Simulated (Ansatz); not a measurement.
Start from `FCCOCF` and change one atom or group to get `COCCF`.

Ansatz, PBE0-D4/def2-TZVP geometries, multiplicity 1. Each molecule was computed in one conformer, which needn't be the lowest.

```json
{"property": "LUMO energy (B3LYP/def2-TZVPP) / eV", "`FCCOCF`": "1.06"}
{"property": "HOMO energy (PBE0/def2-TZVPP) / eV", "`FCCOCF`": "-8.64"}
{"property": "HOMO energy (ωB97M-V/def2-TZVPP) / eV", "`FCCOCF`": "-11.08"}
{"property": "HOMO–LUMO gap (PBE/def2-TZVPP) / eV", "`FCCOCF`": "7.61"}
{"property": "size of the dipole moment (ωB97M-V/def2-TZVPP) / D", "`FCCOCF`": "1.09"}
{"property": "zero-point energy (PBE0-D4/def2-TZVP) / kJ/mol", "`FCCOCF`": "249.2"}
```

What does the change do to each property? (Estimate.)

The calculation gave: 
```json
{"property": "LUMO energy (B3LYP/def2-TZVPP) / eV", "`COCCF`": "1.14", "shift": "0.08"}
{"property": "HOMO energy (PBE0/def2-TZVPP) / eV", "`COCCF`": "-7.49", "shift": "1.15"}
{"property": "HOMO energy (ωB97M-V/def2-TZVPP) / eV", "`COCCF`": "-9.90", "shift": "1.18"}
{"property": "HOMO–LUMO gap (PBE/def2-TZVPP) / eV", "`COCCF`": "6.55", "shift": "-1.06"}
{"property": "size of the dipole moment (ωB97M-V/def2-TZVPP) / D", "`COCCF`": "1.02", "shift": "-0.07"}
{"property": "zero-point energy (PBE0-D4/def2-TZVP) / kJ/mol", "`COCCF`": "266.5", "shift": "17.3"}
```

With PBE0 the HOMO rises by 1.15 eV and the LUMO rises by 0.08 eV, so the gap narrows by about 1.07 eV. PBE moves the HOMO by 1.11 eV and ωB97M-V by 1.18 eV. Dipoles are sizes alone; their direction can turn.

B3LYP here is the variant with VWN-RPA as its local correlation; programs differ in this.
